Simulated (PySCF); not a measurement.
Consider `COCCCN` (C4H11NO). Numbering: `[CH3:1][O:2][CH2:3][CH2:4][CH2:5][NH2:6]`

Energies: M06-2X/def2-TZVP (PySCF, density fitting, integration grid level 3) on GFN2-xTB structures. Zero-point and thermal terms (298.15 K, 1 bar) come from unscaled GFN2-xTB harmonic frequencies, with soft modes damped to free rotors in the entropy.

Question: Rank these bonds by dissociation enthalpy, weakest first.
A. C4–C5
B. N6–H
C. C3–H
D. C1–O2

Answer: A (340 kJ/mol), D (362 kJ/mol), C (392 kJ/mol), B (420 kJ/mol).

Not ranked, since the method can't order them against a listed neighbour: O2–C3 (363 kJ/mol), C5–H (376 kJ/mol), C1–H (400 kJ/mol), C4–H (411 kJ/mol).

Question: For O2–C3, what are ΔE (electronic) and ΔG(298 K) of the homolysis?

Answer: ΔE = 391 and ΔG = 307 kJ/mol, beside ΔH = 363 kJ/mol. The radicals are `C[O]` and `[CH2]CCN`.

Caveats: the order of C1–O2 and O2–C3, of O2–C3 and C5–H, of C5–H and C3–H, of C3–H and C1–H and of more pairs is undecided: the gaps lie inside the method's error (some 20 kJ/mol, one structure a species).
